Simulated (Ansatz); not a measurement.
# CHClF− (SMILES F[CH-]Cl): one structure at several levels

How do the functionals fare away from a minimum? The structure is a structure displaced at random from a GFN2-xTB minimum.

Method: single points in def2-TZVPPD; program: Ansatz 0.2.0, Gaussian basis.

Correlated methods freeze the cores.

**1. The system as given**

4 atoms, charge -1, spin multiplicity 1.

Atoms are counted from 1 here; the program's logs count them from 0.

Bond lengths: C2–Cl3 1.763 Å, C2–H4 1.067 Å. Angles: Cl3–C2–H4 107.2°.

Coordinates:

```xyz
4
CHClF
F    -1.3019   -0.1994   -0.4118
C    -0.0985    0.3045    0.3711
Cl    1.0096   -1.0668    0.4066
H     0.3002    1.0140   -0.3189
```

**2. CCSD(T)/def2-TZVPPD**

Contents of run/in.yaml:

```yaml
crystal:
  periodic: [false, false, false]
  atoms:
    - {symbol: F, position_ang: [-1.301900, -0.199400, -0.411800]}
    - {symbol: C, position_ang: [-0.098500, 0.304500, 0.371100]}
    - {symbol: Cl, position_ang: [1.009600, -1.066800, 0.406600]}
    - {symbol: H, position_ang: [0.300200, 1.014000, -0.318900]}
basis:
  gaussian: {orbitals: "def2-TZVPPD.json"}
total_charge: -1
correlation: {method: ccsd_t}
output: {forces: true}
```

The basis file named in the input lies beside it (Basis Set Exchange, JSON).

The command line of these runs was not kept.

**3. PBE0-D4/def2-TZVPPD**

run/in.yaml: that of step 2 with these lines changed.

```diff
@@ -10,3 +10,3 @@
 total_charge: -1
-correlation: {method: ccsd_t}
-output: {forces: true}
+hamiltonian: {xc: pbe0, dispersion: d4}
+output: {forces: true, orbitals: {seedname: orbitals}}
```

**4. wB97M-V/def2-TZVPPD**

run/in.yaml: that of step 3 with these lines changed.

```diff
@@ -10,3 +10,3 @@
 total_charge: -1
-hamiltonian: {xc: pbe0, dispersion: d4}
-output: {forces: true, orbitals: {seedname: orbitals}}
+hamiltonian: {xc: {name: wB97M-V}}
+output: {forces: true}
```

**5. r2SCAN-D4/def2-TZVPPD**

run/in.yaml: that of step 4 with these lines changed.

```diff
@@ -10,3 +10,3 @@
 total_charge: -1
-hamiltonian: {xc: {name: wB97M-V}}
+hamiltonian: {xc: r2scan, dispersion: d4}
 output: {forces: true}
```

**6. PBE-D4/def2-TZVPPD**

run/in.yaml: that of step 5 with these lines changed.

```diff
@@ -10,3 +10,3 @@
 total_charge: -1
-hamiltonian: {xc: r2scan, dispersion: d4}
+hamiltonian: {xc: pbe, dispersion: d4}
 output: {forces: true}
```

**7. revPBE-D4/def2-TZVPPD**

run/in.yaml: that of step 6 with these lines changed.

```diff
@@ -10,3 +10,3 @@
 total_charge: -1
-hamiltonian: {xc: pbe, dispersion: d4}
+hamiltonian: {xc: {name: revPBE}, dispersion: d4}
 output: {forces: true}
```

**8. BHLYP-D4/def2-TZVPPD**

run/in.yaml: that of step 7 with these lines changed.

```diff
@@ -10,3 +10,3 @@
 total_charge: -1
-hamiltonian: {xc: {name: revPBE}, dispersion: d4}
+hamiltonian: {xc: {name: BHLYP}, dispersion: d4}
 output: {forces: true}
```

(Steps that only read results are left out.)

What does the calculation give? Wanted: RMS force component; RMS force error; HOMO and LUMO, PBE0-D4; T1 diagnostic.

The runs gave:

```
              quantity                                                                                              value
   RMS force component                                                               0.959 to 1.047 eV/Å over the methods
       RMS force error  PBE0-D4 0.177, wB97M-V 0.088, r2SCAN-D4 0.061, PBE-D4 0.171, revPBE-D4 0.219, BHLYP-D4 0.239 eV/Å
HOMO and LUMO, PBE0-D4                                                                                   0.70 and 4.09 eV
         T1 diagnostic                                                                                              0.014
```

In words: The forces of r2SCAN-D4 come nearest to CCSD(T), those of BHLYP-D4 are farthest. Frozen-core CCSD(T) forces in triple zeta carry basis errors of their own, and this is one geometry, so small gaps rank nothing.
